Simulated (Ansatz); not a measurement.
A trace of molecular dynamics of BFH₆Si (9 atoms, charge 0, multiplicity 1).

All numbers below come from RKS B3LYP-D4/def2-TZVP (Ansatz).

| Quantity | Value |
| --- | --- |
| ensemble | NVE (velocity Verlet) |
| starting velocities drawn for | 100 K |
| seed | 11513 |

```csv
time (fs),T (K),potential energy less start (eV),conserved less start (meV/atom)
0,100,0.000,0.00
4,73,0.025,0.03
8,84,0.015,0.01
12,100,0.001,0.02
16,178,-0.071,0.01
20,291,-0.173,0.02
24,453,-0.319,0.00
28,577,-0.432,0.01
32,639,-0.488,-0.01
36,580,-0.435,0.00
40,485,-0.349,0.02
44,450,-0.317,0.01
48,470,-0.334,0.02
52,513,-0.374,0.01
56,538,-0.396,0.01
60,558,-0.414,0.01
64,553,-0.410,0.02
68,543,-0.401,0.00
72,489,-0.352,0.03
76,494,-0.357,0.01
80,514,-0.374,0.02
84,543,-0.401,0.00
88,494,-0.356,0.01
92,413,-0.283,0.01
96,356,-0.232,0.03
100,398,-0.270,0.01
```

**Question.** Can this run be trusted? Judge the integration.

**Answer.** The conserved energy stayed within 0.029 meV per atom of its start (net change 0.012 meV per atom), so the integration is sound. The kinetic energy rose, since the run started high on the potential surface and went downhill. It ends in pieces (BH5Si + FH), so much of that is their flight and rotation, not heat. A run of 0.1 ps of so small a system gives no equilibrium averages. The orbitals stay closed-shell, which can raise the energy where a bond breaks towards radicals; this wasn't checked here. The time step was 0.5 fs.

Time of the run: 3.7 min on 4 threads of Arm Neoverse V1, with other jobs on the host, peak memory 0.23 GiB.
